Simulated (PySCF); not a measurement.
Compound: C4H5Cl.
Z-matrix (Å and degrees, PBE0-D3(BJ)/def2-SVP geometry), rows numbered from 1:
```
Cl
C   1  1.7907
C   2  1.5011  1  116.51
C   3  1.3418  2   93.35  1  -120.83
C   4  1.5100  3   94.67  2     3.27
H   2  1.0996  1  106.41  3   130.89
H   3  1.0919  2  131.70  1    61.09
H   4  1.0932  3  133.30  2  -175.40
H   5  1.1027  2  115.67  1  -121.18
H   5  1.1004  2  112.74  1     5.43
```

Method: EOM-IP-CCSD/aug-cc-pVDZ in PySCF, restricted Hartree–Fock reference, frozen core, non-relativistic, gas phase, PBE0-D3(BJ)/def2-SVP geometry.

Hartree–Fock orbital energies give these Koopmans values (eV): HOMO 10.10, HOMO-1 11.54, HOMO-2 11.63, HOMO-3 13.45, HOMO-4 13.98, HOMO-5 14.41, HOMO-6 15.65, HOMO-7 17.12.

Question: What vertical ionisation energies does EOM-IP-CCSD give?

Answer: 
```csv
leading hole (HF orbital),Koopmans (eV),EOM-IP-CCSD (eV),change (eV),one-hole share
HOMO,10.10,9.99,-0.11,0.96
HOMO-1,11.54,10.63,-0.91,0.96
HOMO-2,11.63,10.76,-0.87,0.96
HOMO-3,13.45,12.32,-1.13,0.95
HOMO-4,13.98,12.84,-1.14,0.95
HOMO-5,14.41,13.36,-1.05,0.95
HOMO-6,15.65,14.15,-1.50,0.95
HOMO-7,17.12,15.82,-1.30,0.94
```

Question: Does the order of the lines follow the orbital energies?

Answer: Yes, no two lines change places. The corrections run from -1.50 to -0.11 eV, with a mean of -1.00 eV over the 8 lines; no line lies above its Koopmans value.

Question: At what kinetic energies would He I light (21.22 eV) eject these electrons?

Answer: 11.23 eV (HOMO), 10.59 eV (HOMO-1), 10.46 eV (HOMO-2), 8.90 eV (HOMO-3), 8.38 eV (HOMO-4), 7.86 eV (HOMO-5), 7.07 eV (HOMO-6), 5.40 eV (HOMO-7).

Lines less than 0.15 eV apart could change places at a higher level. One root was sought for each valence orbital with −ε under 21 eV, eight at most, so deeper holes and satellites are missing; no vibrational structure.
